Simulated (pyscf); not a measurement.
Structures and frequencies: ωB97X-D3(BJ)/def2-SVP in PySCF.

**Question.** PBE/def2-TZVP puts the barrier of H₂N–Nb(OH)(Cl)(Cl)–Cl → HN=Nb(Cl)(Cl)–Cl + H₂O (elimination; singlet surface; H–N, Nb–O broken, H–O formed) at 31.2 kcal/mol and the reaction energy at +20.7 kcal/mol, from the reactant's lowest minimum found. What do B3LYP-D3(BJ)/def2-TZVP, PBE0-D3(BJ)/def2-TZVP, ωB97M-D3(BJ)/def2-TZVP give on the same structures?

**Answer.** B3LYP-D3(BJ): ΔE‡ = 35.1 kcal/mol, ΔE = +22.3 kcal/mol; PBE0-D3(BJ): ΔE‡ = 33.6 kcal/mol, ΔE = +22.2 kcal/mol; ωB97M-D3(BJ): ΔE‡ = 35.2 kcal/mol, ΔE = +20.5 kcal/mol. PBE's barrier lies under all of them, by 2.4 to 3.9 kcal/mol. Its reaction energy matches one of them and lies within 1.6 kcal/mol of the others. On the product side the descent ends in an adduct with a Nb–O contact, 15.3 kcal/mol under the separated species and 28.2 kcal/mol under the saddle at ωB97X-D3(BJ)/def2-TZVP. What is counted as broken (Nb–O) persists as a longer contact in the product adduct; parting that adduct is a step of its own. At the saddle there is also a short H–Nb contact that neither side keeps. This is the saddle that the search found; another between the same sides may lie lower. Elements past Kr carry the def2 core potentials, without spin-orbit coupling.
